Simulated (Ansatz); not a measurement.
# Heat of formation of CH2N (SMILES C=[N]) from total energies

The species is CH2N (4 atoms), meant as a doublet with charge 0. As SMILES, `C=[N]`. The coordinates come from a PBE0-D4/def2-TZVP relaxation.

Total energies at UCCSD(T)/def2-TZVPP, 2 core orbitals frozen (Ansatz 0.2.0); the atoms run unrestricted:

| species | state | energy (Eh) |
| --- | --- | --- |
| CH2N | doublet | -93.825166 |
| C | triplet | -37.781030 |
| N | quartet | -54.515941 |
| H | doublet | -0.499810 |

Harmonic wavenumbers at UPBE0-D4/def2-TZVP, in cm⁻¹: 929, 998, 1372, 1746, 2990, 3052.

Measured heats of formation of the gaseous atoms at 298.15 K, in kJ/mol: C 716.9, N 472.4, H 218.0. Take 1 Eh = 2625.50 kJ/mol, 1 cm⁻¹ = 0.0119627 kJ/mol, RT = 2.479 kJ/mol.

**Question.** What heat of formation follows?

**Answer.** 
1. Electronic atomisation energy: (-37.781030) + (-54.515941) + 2 × (-0.499810) − (-93.825166) = 0.528575 Eh = 1387.8 kJ/mol.
2. Zero-point energy: half the sum of the wavenumbers, 5543.5 cm⁻¹ = 66.3 kJ/mol.
3. Thermal vibrational enthalpy, Σ hcν̃/(exp(hcν̃/kT) − 1): 0.3 kJ/mol. Translation, rotation and pV of a non-linear molecule: 4 RT = 9.9 kJ/mol.
4. The 4 free atoms carry 5/2 RT each: 24.8 kJ/mol.
5. Atomisation enthalpy at 298 K: 1387.8 − 66.3 − 0.3 − 9.9 + 24.8 = 1336.1 kJ/mol.
6. Sum of the atoms' heats of formation: 1625.3 kJ/mol. Heat of formation: 1625.3 − 1336.1 = +289.2 kJ/mol.

The tabulated value is +238.6 kJ/mol (Active Thermochemical Tables), so this level is off by +50.6 kJ/mol, or 3.7 % of the atomisation enthalpy that the table implies (1386.7 kJ/mol). Coupled cluster needs large bases for atomisation: in a finite one the molecule is underbound. Anharmonicity and any spin-orbit splitting of the molecule are left out, and cores are frozen in the wave-function part.
